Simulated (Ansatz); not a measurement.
# Antimony, A7 rhombohedral under LDA: how the cold (Marzari-Vanderbilt) smearing moves the result

A convergence test of the cold (Marzari-Vanderbilt) smearing width. The geometry was relaxed under LDA beforehand and stays fixed; 7 values are run, from 0.01 to 1.0 eV. Wanted are the values from which on the energy stays within 10 and 1 meV/atom, and the pressure within 0.5 GPa, of the narrowest run. Within the series other settings stay, but some runs also write fields, which adds to their time. Spin polarisation is left out.

Method: DFT LDA, plane waves with PAW, scalar-relativistic, in Ansatz 0.2.0.

### 1 The starting structure

The structure is trigonal, space group R-3m (No. 166). The conventional cell has a = 4.291 Å, b = 4.291 Å, c = 10.976 Å, α = 90.00°, β = 90.00°, γ = 120.00°. Sb (site symmetry 3m) has 6 Sb at 2.91 to 3.27 Å as nearest neighbours.

Coordinates:

```xyz
2
Lattice="2.1456 1.2388 3.6587 -2.1456 1.2388 3.6587 0.0000 -2.4775 3.6587" Properties=species:S:1:pos:R:3 pbc="T T T"
Sb    0.0000    0.0000    2.5897
Sb    0.0000    0.0000    8.3865
```

### 2 Run at 0.01 eV

The run at 0.01 eV.

input.yaml

```yaml
crystal:
  lattice:
    - [2.1456002536, 1.238762884, 3.6587425366]
    - [-2.1456002536, 1.238762884, 3.6587425366]
    - [0.0, -2.477525768, 3.6587425366]
  atoms:
    - { symbol: Sb, position: [0.2359371474, 0.2359371474, 0.2359371474] }
    - { symbol: Sb, position: [0.7640628526, 0.7640628526, 0.7640628526] }
hamiltonian:
  xc: lda
  pseudopotentials:
    kind: paw
    azcp:
      Sb: "pseudopotentials/Sb.paw.azcp"
basis:
  ecutwfc: 420
  fft_grid_basis: typed
kpoints:
  mp_grid: { grid: [9, 9, 9], shift: [0, 0, 0] }
magnetization:
  spin_polarized: false
scf:
  occupations: { method: cold, width: 0.01 }
  lower_state_search: "off"
output:
  stress: true
```

Launch:

```
$ ansatz run input.yaml --threads 2 --pin off --max-ram 5120MiB --backend cpu --events-out ev --progress --plain --runs-dir out
```

### 3 Run at 0.03 eV

The run at 0.03 eV.

Changes to input.yaml since step 2:

```diff
@@ -22,3 +22,3 @@
 scf:
-  occupations: { method: cold, width: 0.01 }
+  occupations: { method: cold, width: 0.03 }
   lower_state_search: "off"
```

### 4 Run at 0.1 eV

The run at 0.1 eV.

Changes to input.yaml since step 3:

```diff
@@ -22,3 +22,3 @@
 scf:
-  occupations: { method: cold, width: 0.03 }
+  occupations: { method: cold, width: 0.1 }
   lower_state_search: "off"
@@ -26 +26,5 @@
   stress: true
+  write_density: true
+  write_potential: true
+  elf: true
+  volumetric_format: npy
```

### 5 Run at 0.2 eV

The run at 0.2 eV.

Changes to input.yaml since step 4:

```diff
@@ -22,3 +22,3 @@
 scf:
-  occupations: { method: cold, width: 0.1 }
+  occupations: { method: cold, width: 0.2 }
   lower_state_search: "off"
```

### 6 Run at 0.3 eV

The run at 0.3 eV.

Changes to input.yaml since step 5:

```diff
@@ -22,3 +22,3 @@
 scf:
-  occupations: { method: cold, width: 0.2 }
+  occupations: { method: cold, width: 0.3 }
   lower_state_search: "off"
@@ -26,5 +26 @@
   stress: true
-  write_density: true
-  write_potential: true
-  elf: true
-  volumetric_format: npy
```

### 7 Run at 0.6 eV

The run at 0.6 eV.

Changes to input.yaml since step 6:

```diff
@@ -22,3 +22,3 @@
 scf:
-  occupations: { method: cold, width: 0.3 }
+  occupations: { method: cold, width: 0.6 }
   lower_state_search: "off"
```

### 8 Run at 1.0 eV

The run at 1.0 eV.

Changes to input.yaml since step 7:

```diff
@@ -22,3 +22,3 @@
 scf:
-  occupations: { method: cold, width: 0.6 }
+  occupations: { method: cold, width: 1.0 }
   lower_state_search: "off"
```

(Steps that only read results are left out.)

What does the calculation give?

The runs gave:

| quantity | value |
| --- | --- |
| E(σ → 0) stays within 10 meV/atom of 0.01 eV | up to 0.6 eV |
| E(σ → 0) stays within 1 meV/atom | up to 0.6 eV |
| pressure stays within 0.5 GPa | up to 0.6 eV |
| pressure at 0.01 eV | 0.11 GPa |
| energy of a separate run on a finer mesh (15×15×15) | +3.5 meV/atom from 0.01 eV |

What this shows: At 1.0 eV the energy differs by +10.4 meV/atom and the pressure by -0.6 GPa. The free energy F moves by +32.3 meV/atom over the range, and the estimate for σ → 0 by +10.4. This scheme cancels the term in the square of the width, so F moves little up to 0.2 eV. The mesh (9×9×9) is fixed, so the narrowest widths carry a k-point error of their own. The yardstick itself is unsettled by 3.5 meV/atom against the finer mesh, so the thresholds above hold only within this series, and wider smearing, which averages over more states, can land nearer the fine-mesh value than the narrowest does. The cell taken over is 3 % smaller than the measured one (30.20 Å³/atom, COD).
